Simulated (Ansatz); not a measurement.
# HO (charge +1): a comparison of methods with full CI

Computed with Ansatz 0.2.0, Python API.

Run as a notebook:

In [1]:
```python
import ansatz as az

molecule = (
    az.Crystal.molecule()
    .atom("H", (0.0, 0.0, 0.0))
    .atom("O", (0.0, 0.0, 1.02))
)
```

In [2]:
```python
calc = (
    molecule.calculation()
    .basis(gaussian="6-31G")
    .charge(1)  # electrons removed from the neutral system
    .spin("collinear", total=2)
)
exact = calc.correlation("fci").run().report
print(f"full CI {exact['free_energy_ev'] / 27.211386246:.7f} Ha over {exact['configurations']['states'][0]['n_determinants']} determinants")
print("natural occupations", [round(n, 4) for n in exact["configurations"]["natural_occupations"]])
print(f"hf       misses {1000 * (exact['reference_energy_ev'] - exact['free_energy_ev']) / 27.211386246:9.3f} mHa")
for method in ["mp2", "ccsd", "ccsd_t", "ccsdt_q"]:
    e = calc.correlation(method).run().report["free_energy_ev"]
    print(f"{method:8s} misses {1000 * (e - exact['free_energy_ev']) / 27.211386246:9.3f} mHa")
```
```text
full CI -75.0157412 Ha over 3584 determinants
natural occupations [1.989, 1.9689, 0.9958, 0.9958, 0.03, 0.009, 0.0049, 0.0049, 0.0014, 0.0002]
hf       misses    72.506 mHa
mp2      misses    12.084 mHa
ccsd     misses     0.533 mHa
ccsd_t   misses     0.083 mHa
ccsdt_q  misses    -0.044 mHa
```

Caveats:
- The settings weren't tested for convergence.
- Full CI is exact only within this small basis and its frozen core, at an unrelaxed geometry.
- The species is open-shell (spin multiplicity 3).
- The spin state was assumed, and another may lie lower.
- Hardware and time: 2.4 s on 1 thread of Arm Neoverse V1, on a shared host, peak memory 0.14 GiB.
